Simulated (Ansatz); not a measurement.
Geometry optimisation, UKS BLYP-D4/def2-SVP (Ansatz).

input.yaml

```yaml
crystal:
  periodic: [false, false, false]
  atoms:
    - { symbol: Al, position_ang: [0.0, -3.0e-06, -0.099059] }
    - { symbol: Cl, position_ang: [2.0e-06, 2.3e-05, 2.101719] }
    - { symbol: H, position_ang: [1.410159, -4.0e-06, -0.799424] }
    - { symbol: H, position_ang: [-1.41016, -4.0e-06, -0.799423] }
    - { symbol: Cl, position_ang: [-1.0e-06, -1.1e-05, 5.336186] }
magnetization:
  spin_polarized: true
  initial_magnetization: 1
basis:
  gaussian: { orbitals: def2-SVP }
hamiltonian:
  xc: blyp
  dispersion: d4
relax:
  f_tol: 0.03
  max_steps: 50
output:
  orbitals: {}
```

Command:

```bash
$ ansatz run input.yaml --threads 1 --pin off --max-ram 2048MiB --backend cpu --events-out ev --progress --plain --runs-dir out
```

Problem. Where does it end, and by what steps?

Solution. The forces met the threshold. The force dipped under the threshold on the way, but the program's further checks kept it going. After 23 steps the energy has fallen by 1.228 eV; Cl5 moved furthest, 2.56 Å. Joined: Al1–Cl5 (5.44 → 2.31 Å).

| step | energy less start (eV) | largest force component (eV/Å) | accepted |
| --- | --- | --- | --- |
| 0 | 0.0000 | 0.929 | yes |
| 1 | -0.0304 | 0.314 | yes |
| 2 | -0.0400 | 0.217 | yes |
| 3 | -0.0582 | 0.254 | yes |
| 4 | -0.0612 | 0.004 | yes |
| 5 | -0.0614 | 0.010 | yes |
| 6 | -0.0621 | 0.019 | yes |
| 7 | -0.0648 | 0.035 | yes |
| 8 | -0.0765 | 0.223 | yes |
| 9 | -0.0851 | 0.065 | yes |
| 10 | -0.1146 | 0.074 | yes |
| 11 | -0.1319 | 0.099 | yes |
| 12 | -0.1688 | 0.116 | yes |
| 13 | -0.2095 | 0.103 | yes |
| 14 | -0.2536 | 0.137 | yes |
| 15 | -0.3049 | 0.179 | yes |
| 16 | -0.3700 | 0.251 | yes |
| 17 | -0.4556 | 0.355 | yes |
| 18 | -0.5896 | 0.524 | yes |
| 19 | -0.7890 | 0.741 | yes |
| 20 | -1.0468 | 0.806 | yes |
| 21 | -1.2015 | 0.397 | yes |
| 22 | -1.2272 | 0.053 | yes |
| 23 | -1.2276 | 0.021 | yes |

```xyz
5
Properties=species:S:1:pos:R:3
Al 0.000 -0.148 0.717
Cl 0.000 1.761 2.022
H 1.413 -0.380 0.041
H -1.413 -0.380 0.041
Cl 0.000 -0.853 2.919
```

Whether the end is a true minimum wasn't checked by a vibrational analysis.

The run took 73 s on 1 thread of Arm Neoverse V2, with other jobs on the host, peak memory 0.15 GiB.
